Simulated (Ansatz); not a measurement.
The input, for Ansatz 0.2.0:

```yaml
crystal:
  periodic: [false, false, false]
  atoms:
    - {symbol: C, position_ang: [0.000000, -0.019116, 0.477181]}
    - {symbol: Na, position_ang: [0.000000, -0.722734, -1.774624]}
    - {symbol: H, position_ang: [0.000000, 0.741849, 1.297443]}
basis:
  gaussian: {orbitals: cc-pVDZ}
magnetization: {spin_polarized: false}
hamiltonian: {xc: {name: B3LYP}}
correlation: {method: bccd_t, electrons: outside_noble_gas, diis_vectors: 12}
output: {forces: true}
```

```sh
$ ansatz run in.yaml --threads 1 --pin off --events-out ev --progress --plain --max-ram 2393MiB
```

(1) Roughly how long does this take on 1 thread of Intel Xeon, shared host, and how much host memory?

```
344 factors; integrals over basis functions are off by at most 7.7e-4 eV
mean field evaluation 1: about -5460.6293 eV, gradient 3.1e1 eV
mean field evaluation 2: about -5460.6296 eV, gradient 3.1e1 eV
mean field evaluation 4: about -5463.5163 eV, gradient 1.1e1 eV
mean field evaluation 8: about -5464.2776 eV, gradient 3.9e-1 eV
mean field evaluation 16: about -5464.2763 eV, gradient 1.0e-4 eV
mean field evaluation 32: about -5403.8989 eV, gradient 3.9e1 eV
mean field -5464.27632244 eV, -200.8084510303 hartree, gradient 4.6e-7 eV, S^2 0.000000; 2 other end points of the search recorded, 0 dependent functions left out; unrestricted orbitals would lower it
unrestricted determinant -5446.66787371 eV, -200.1613524749 hartree, S^2 1.0099
6 core orbitals not correlated: weight in the atoms' cores, before any rotation towards them, 1.000 or more for the frozen orbitals, at most 0.000 for the correlated occupied ones
reference -5445.04989761 eV, -200.1018929498 hartree; 3, 3 occupied and 28, 28 virtual orbitals, 344 factors
second order -3.40942967 eV of doubles, -0.15111680 eV of singles
cycle   1  -3.78600022 eV  change   -2.3e-1 eV  update   1.1e-1
cycle   2  -3.91501807 eV  change   -1.3e-1 eV  update   8.4e-2
cycle   3  -4.04349743 eV  change   -1.3e-1 eV  update   2.4e-2
cycle   4  -4.06635608 eV  change   -2.3e-2 eV  update   1.5e-2
cycle   5  -4.07067176 eV  change   -4.3e-3 eV  update   1.1e-2
cycle   6  -4.07552693 eV  change   -4.9e-3 eV  update   8.7e-3
cycle   7  -4.08377479 eV  change   -8.2e-3 eV  update   5.8e-3
cycle   8  -4.08900588 eV  change   -5.2e-3 eV  update   3.2e-3
cycle   9  -4.09068720 eV  change   -1.7e-3 eV  update   1.5e-3
cycle  10  -4.09086966 eV  change   -1.8e-4 eV  update   6.2e-4
cycle  11  -4.09106407 eV  change   -1.9e-4 eV  update   2.6e-4
cycle  12  -4.09116118 eV  change   -9.7e-5 eV  update   1.5e-4
cycle  13  -4.09117925 eV  change   -1.8e-5 eV  update   1.0e-4
cycle  14  -4.09119406 eV  change   -1.5e-5 eV  update   6.6e-5
cycle  15  -4.09121421 eV  change   -2.0e-5 eV  update   3.8e-5
cycle  16  -4.09121223 eV  change    2.0e-6 eV  update   2.2e-5
cycle  17  -4.09122636 eV  change   -1.4e-5 eV  update   9.7e-6
cycle  18  -4.09123437 eV  change   -8.0e-6 eV  update   5.0e-6
cycle  19  -4.09123561 eV  change   -1.2e-6 eV  update   2.5e-6
cycle  20  -4.09123547 eV  change    1.4e-7 eV  update   1.0e-6
cycle  21  -4.09123496 eV  change    5.2e-7 eV  update   4.5e-7
cycle  22  -4.09123502 eV  change   -5.6e-8 eV  update   2.8e-7
cycle  23  -4.09123510 eV  change   -8.1e-8 eV  update   1.2e-7
cycle  24  -4.09123505 eV  change    4.9e-8 eV  update   6.4e-8
perturbative correction -0.15458956 eV, -0.0056810615 hartree
the calculation of the forces begins
Total energy: -5449.29572222 eV, -200.2579241261 hartree
Atom 0 at     0.000000    -0.019116     0.477181 Å, force     0.000000    -0.497906    -0.358824 eV/Å
Atom 1 at     0.000000    -0.722734    -1.774624 Å, force    -0.000000     0.237032     0.404766 eV/Å
Atom 2 at     0.000000     0.741849     1.297443 Å, force     0.000000     0.260874    -0.045942 eV/Å
Dipole moment:     0.000000    -0.528290    -1.124071 e Å
```

Forces (eV/Å):
```
C    0.000 -0.498 -0.359
Na   0.000  0.237  0.405
H    0.000  0.261 -0.046
```

Results:

(1) 2.8 s wall and 0.14 GiB.
